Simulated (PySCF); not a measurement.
Stepwise substitution at one centre (B F-Br). Gas-phase values, no solvent. Strings in code marks are SMILES.

The S1 excitation (TDA) from two functionals at the same geometries (B3LYP-D3(BJ)/def2-TZVP), both in PySCF: PBE-D3(BJ)/def2-TZVP and ωB97X-D3(BJ)/def2-TZVP. Excitations are Tamm–Dancoff values on a coarser integration grid. The basis has no diffuse functions, so Rydberg states are missing or too high.

```
species                               ωB97X-D3(BJ)/def2-TZVP (eV)
------------------------------------  ---------------------------
0 of 3 F replaced by Br (`FB(F)F`)                          10.96
1 of 3 F replaced by Br                                      7.39
2 of 3 F replaced by Br (`FB(Br)Br`)                         6.14
3 of 3 F replaced by Br                                      5.15
```

Problem. What does PBE-D3(BJ)/def2-TZVP give for each?

Solution. 
- 0 of 3 F replaced by Br (`FB(F)F`): 9.70
- 1 of 3 F replaced by Br: 6.28
- 2 of 3 F replaced by Br (`FB(Br)Br`): 5.08
- 3 of 3 F replaced by Br: 4.15
Over these rows, drawn at random from the members with no instability flagged (it was tested for open shells, ions and some series alone), PBE minus ωB97X-D3(BJ): mean -1.11 eV, from -1.26 eV to -1.00 eV.
